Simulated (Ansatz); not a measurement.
## Ga–P–GaH, triplet: reading a ladder of total energies

Geometry: that of the Ga–P–GaH, singlet, kept fixed. The singlet lies 1.9 eV lower here.

```tsv
atom	x (Å)	y (Å)	z (Å)
Ga	0.0000	0.2661	1.7114
Ga	0.0000	0.2629	-1.6089
P	0.0000	-1.2334	-0.1413
H	0.0000	1.3098	-2.7494
```

Basis cc-pVDZ; Ansatz 0.2.0. Only valence electrons are correlated (noble-gas cores and the filled d shells of p-block atoms frozen), which leaves 12 electrons in 44 orbitals. R marks a restricted (for open shells ROHF) determinant, U an unrestricted one. No spin–orbit coupling is included, and no scalar relativity.

Full CI isn't at hand for all of this; UCCSDT(Q) serves as the reference, and is uncertain by the last step of the cluster series or more.

UCCSD has a T1 diagnostic of 0.040 and a largest doubles amplitude of 0.06.

Runs differ by some tens of microhartree through their thresholds and, for an open shell, their frozen cores, so steps under 0.03 kcal/mol mean nothing.

Here the R and U totals at CCSDT(Q) differ by 0.26 kcal/mol, a measure of how far such totals hang on the determinant and its frozen core.

| level | total energy (hartree) |
| --- | --- |
| UHF | -4187.700438 |
| UMP2 | -4187.902371 |
| UCCSD | -4187.934372 |
| UCCSD(T) | -4187.946993 |
| UCCSDT | -4187.948888 |
| UCCSDT(Q) | -4187.950246 |

**Question.** What is the correlation energy at UCCSDT(Q), and what share of it do UMP2 and UCCSD recover?

**Answer.** E(corr) = -4187.950246 − (-4187.700438) = -0.249808 hartree = -6.798 eV. UMP2: -0.201933 / -0.249808 = 80.84 %. UCCSD: -0.233934 / -0.249808 = 93.65 %.

**Question.** By how many kcal/mol does UCCSD(T) miss UCCSDT(Q) (1 hartree = 627.509 kcal/mol), and which steps make up the rest?

**Answer.** -4187.946993 − (-4187.950246) = 0.003253 hartree = 2.04 kcal/mol. Steps: UCCSDT − UCCSD(T) = -1.19, UCCSDT(Q) − UCCSDT = -0.85 kcal/mol. Differences between like states or geometries often cancel part of this.
